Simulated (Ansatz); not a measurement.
**Tin, alpha-Sn (diamond): convergence with Fermi-Dirac smearing**

Computed with Ansatz, r²SCAN, scalar-relativistic PAW, on the relaxed cell (a = 6.568 Å; spin not included). Errors count from a run at 500 eV on a Γ-centred 14×14×14 mesh with Fermi-Dirac smearing of 0.1 eV, extrapolated to zero width. Fixed here: cutoff 500 eV, mesh 8×8×8. The SCF starts from atomic densities corrected by a trained network.

```
width (eV)  E(σ→0) error (meV/atom)  F error (meV/atom)  P (GPa)  SCF iterations
      0.01                      4.0                 4.0    -0.04               6
      0.03                      4.0                 3.8    -0.03               6
       0.1                      4.1                 2.7     0.01               6
       0.2                      5.4                -2.4     0.11               7
       0.3                     11.9               -14.6     0.26               6
       0.6                     71.5              -142.6     1.40               7
```

Question: What does the run at 1.0 give (width)?

Answer: E(σ→0) error (meV/atom): 174.7; F error (meV/atom): -594.0; P (GPa): 3.98; SCF iterations: 6.
